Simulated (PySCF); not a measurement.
**Identify the compound**

The spectra below were simulated for a compound C$_{5}$H$_{6}$.

¹H NMR (400 MHz, computed): δ 6.03 (m, 1H), 5.91 (m, 1H), 5.68 (m, 1H), 2.18 (s, 3H).

¹³C{¹H} NMR (computed): δ 134.0, 125.9, 97.7, 85.7, 5.8.

[PySCF 2.14: coordinates at the GFN2-xTB level; σ from GIAO-PBE0/pcSseg-1; non-relativistic Hamiltonian; gas phase; a single conformation; equivalent nuclei averaged]

References, each an isolated molecule treated in the same way: TMS for ¹H (31.72 ppm), ¹³C (186.93 ppm).

Propose a structure and justify it.

Results:


Rings plus π bonds: 3 (no ring in the answer). 5 carbon signals for 5 carbons: no two carbons are equivalent. Carbon types of the structure: 2 × C, 1 × CH, 1 × CH2, 1 × CH3, which accounts for all hydrogens. δC 134.0: terminal =CH2 carbon; as expected for a trigonal carbon in a double bond. δC 125.9: alkene CH; an sp2 carbon of a C=C bond. δC 97.7, 85.7: alkyne carbon; sp carbons lie upfield of alkene carbons because the cylindrical π system leaves one tensor component strongly shielded. δC 5.8: propargylic methyl carbon; aliphatic region, no heteroatom directly attached. δH 6.03: hydrogen on an alkene CH; olefinic region. δH 5.91, 5.68: hydrogen on a terminal =CH2 carbon; a vinylic proton, deshielded by the sp2 carbon and the C=C anisotropy. δH 2.18: hydrogen on a propargylic methyl carbon.

The compound is `C=CC#CC`.

The data come from this structure; uniqueness wasn't tested.

Shifts are as computed. Against solution values, carbons near 30 ppm lie about +3 ppm off and those near 130 ppm about +5 ppm. Of 246 compounds with measured shifts, 49 miss one by over three times the rms of a fit or turn the order of signals round; such compounds aren't used in these exercises. No couplings were computed; multiplicities are counted from neighbouring protons, with m where these are inequivalent, close in shift, in a saturated or five-membered ring or joined by F or P, and br s for small geminal =CH2 splittings.
